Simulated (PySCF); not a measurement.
# F3Ti (TiF3): the cost of one run

The runs use PySCF 2.14.0, with density-fitted response routines of our own; the level of theory stands in each step. All values are computed, except where a source is named. Atoms count from 0, in the outputs and in this text.

**1. The molecule as given**

4 atoms, charge 0, multiplicity 2; geometry from: GFN2-xTB. The atoms were then displaced at random by about 0.03 Å, so the start is not that level's minimum.

Bonds of the start (Å): F0–Ti1 2.32, Ti1–F2 2.45, Ti1–F3 2.34.

**2. Relaxing the molecule at PBE0-D3(BJ)/def2-SVP**

What the job is given:

```
{"job": {"xc": "PBE0", "basis": "def2-SVP", "d3": "d3bj", "grid": 1, "shake": 0.03, "kind": "geom"}, "charge": 0, "multiplicity": 2}
F     -1.026650     1.937060    -0.091260
Ti     0.095080    -0.056200     0.269970
F      2.506300    -0.220290    -0.122030
F     -1.470970    -1.741470    -0.132860
```

The run is started by

```bash
> OMP_NUM_THREADS=1 python probes_run.py task.json out
```

This one command runs all jobs of the session in turn.

**Question.** How long does this first job take on 1 thread of AMD EPYC 9R45, shared host, and how much memory does it need?

About 58 s, with a peak of 0.32 GiB.
